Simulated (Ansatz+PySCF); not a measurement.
## singlet C₄H₁₀: levels of theory in one basis

```xyz
14

H    -0.0076   -0.0042    1.4787
C    -0.0040   -0.0047    0.3598
C     1.4627    0.0005   -0.0899
C    -0.7176    1.2556   -0.0930
C    -0.7303   -1.2580   -0.0851
H     1.5128   -0.0095   -1.1959
H     1.9939    0.8947    0.2765
H     1.9974   -0.8919    0.2766
H    -0.7671    1.3105   -1.1926
H    -1.7688    1.2718    0.2648
H    -0.2248    2.1681    0.2584
H    -0.7630   -1.3191   -1.1900
H    -0.2286   -2.1724    0.2775
H    -1.7728   -1.2871    0.2732
```

Basis set: def2-SVP (spherical functions). Frozen core: 4 orbitals. Charge 0, multiplicity 1.

Computed with Ansatz (development build ahead of 0.2.0); each method stands on the lowest determinant of its kind that the runs found.

```
method  E − E(RHF) (eV)  <S²> of the determinant
   RHF             0.00                     0.00
```

Task: What does RHF-MP2 give on the same scale?

Result: -16.09 eV.

Task: Is a single determinant a sound starting point here?

Result: By this sign, yes. Unrestricted orbitals gain 0.00 eV and <S²> is 0.00 against 0.00 for a pure state.
